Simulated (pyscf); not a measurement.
7 transition-metal steps of one kind (substitution at C, radical): barrier in kcal/mol, from the separated reactants or the lowest minimum found. PySCF, gas phase, ωB97X-D3(BJ)/def2-SVP geometries. Functionals in def2-TZVP; the last column is ωB97M-D3(BJ)/def2-TZVP. Rows were drawn at random from the steps of this kind and element class whose saddle was verified and whose references are stable.

```tsv
step	PBE	r²SCAN	PBE0-D3(BJ)	ωB97M-D3(BJ)
H₃C–ZnH + H• -> CH₄ + ZnH•	9.8	10.7	13.4	17.4
H₃C–Zn–OH + H• → CH₄ + [HO–Zn]•	8.9	9.6	12.6	16.6
H₃C–Zn–Cl + CH₃• -> H₃C–CH₃ + [Cl–Zn]•	16.7	22.3	21.5	26.0
H₃C–Zn–NH₂ + H• -> CH₄ + [H₂N–Zn]•	9.4	10.3	13.2	17.3
H₃C–Zn–Cl + H• -> CH₄ + [Cl–Zn]•	8.1	8.8	11.6	15.7
H₃C–Zn–CH₃ + CH₃• → H₃C–CH₃ + [H₃C–Zn]•	20.0	26.0	25.1	29.5
H₃C–Zn–SH + CH₃• -> H₃C–CH₃ + [HS–Zn]•	17.0	22.9	22.1	26.7
```

Differences from the last column (kcal/mol): PBE: mean -8.5, median -7.9, mean size 8.5, lower in 7 of 7; r²SCAN: mean -5.5, median -6.6, mean size 5.5, lower in 7 of 7; PBE0-D3(BJ): mean -4.2, median -4.1, mean size 4.2, lower in 7 of 7. PBE is closest for row 1 (7.6 kcal/mol apart) and farthest for row 7 (9.6 kcal/mol). PBE, r²SCAN and M06-2X carry no added dispersion term. The last column is a level with limits of its own. Each barrier is that of the saddle found. The term symbol of open-shell Cl–Zn was not checked; spin-orbit terms are left out. Elements up to Kr have no core potential and no relativistic terms here.
